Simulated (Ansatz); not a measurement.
The first iterations of a band of C$_{3}$H$_{5}$ClO (10 atoms, charge 0, multiplicity 1).

Computed with Ansatz 0.2.0, RKS B3LYP/def2-SVP.

* movable images: 6
* climbing image: no
* spring: 5.0 eV/Å²
* optimiser: quadratic models (default)
* start path: through a guess of the saddle point
* force threshold: 0.03 eV/Å
* iteration limit: 60
* end points: relaxed

Initial state:

```xyz
10
Properties=species:S:1:pos:R:3
C -0.893 -0.583 0.543
C 0.505 -0.135 0.167
Cl 1.450 -1.465 -0.646
C 0.540 1.060 -0.779
O -0.428 1.718 -1.053
H -1.427 0.251 1.024
H -1.460 -0.877 -0.351
H -0.856 -1.433 1.239
H 1.099 0.130 1.058
H 1.552 1.283 -1.200
```

Final state:

```xyz
10
Properties=species:S:1:pos:R:3
C -0.895 -0.553 0.571
C 0.490 -0.033 0.243
Cl 1.653 -1.385 -0.135
C 0.529 0.915 -0.951
O -0.454 1.367 -1.474
H -0.865 -1.213 1.449
H -1.563 0.297 0.783
H -1.313 -1.109 -0.280
H 0.940 0.494 1.101
H 1.561 1.167 -1.304
```

| iteration | highest image above the first end (eV) | largest band force component (eV/Å) |
| --- | --- | --- |
| 1 | 1.078 | 6.742 |
| 2 | 0.189 | 2.044 |
| 3 | 0.203 | 1.274 |

Q: Does the band converge within its limit, and where does its top end?

A: The run converged. It ended after 9 iterations with the highest image 0.125 eV above the first end. No image climbed, so the highest image needn't sit at the top of the path.

Time of the run: 96 s on 2 threads of Intel(R) Xeon(R) Platinum 8488C (Sapphire Rapids), on a shared host, peak memory 0.22 GiB.
